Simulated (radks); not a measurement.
# S²⁺ in [Ne] 3s2 3p2: an all-electron calculation

Aim: the levels, the sizes of the orbitals and the parts of the energy of the sulfur ion S2+.

Program: radks (a radial shooting solver on a logarithmic mesh, Libxc functionals) version 1. Level of theory: Dirac Kohn-Sham, PBE, spin-unpolarised, spherical densities, point nucleus; open shells fill j = l - 1/2 first. These are calculated values, not measurements, unless marked.

## Step 1: Starting point

| Quantity | Value |
| --- | --- |
| element | sulfur (Z = 16) |
| charge | +2 |
| electrons | 14 |
| configuration | [Ne] 3s2 3p2 |

## Step 2: Self-consistent calculation

The run's settings:

```text
Z 16
configuration [Ne] 3s2 3p2
relativity Dirac
functional pbe,pbe
spin unpolarised
j_filling energy
nucleus point
c 137.035999084
```

Q: Predict the outcome of this run.

**Answer**, as computed:

```
                        quantity                   value
                    total energy      -397.80112 hartree
exchange-correlation share of it                  6.23 %
                            −T/E                  1.0046
          highest occupied level       3p1/2, -28.032 eV
    most extended occupied level  3p1/2, <r> = 1.76 bohr
 radius at density 0.001 e/bohr³               3.39 bohr
    maxima of the radial density                       3
         ionisation energy, NIST    34.86 (semi-emp.) eV
```

The radial density shows 3 maxima for 3 occupied principal shells. −T/E is 1.005: with relativity the kinetic term as defined here no longer equals −E. The top level binds by 28.032 eV, 80 % of the NIST ionisation energy of 34.86 eV; the potential of a semilocal functional falls off too fast, so its top eigenvalue is too shallow. Spin polarisation and multiplet splitting are left out.
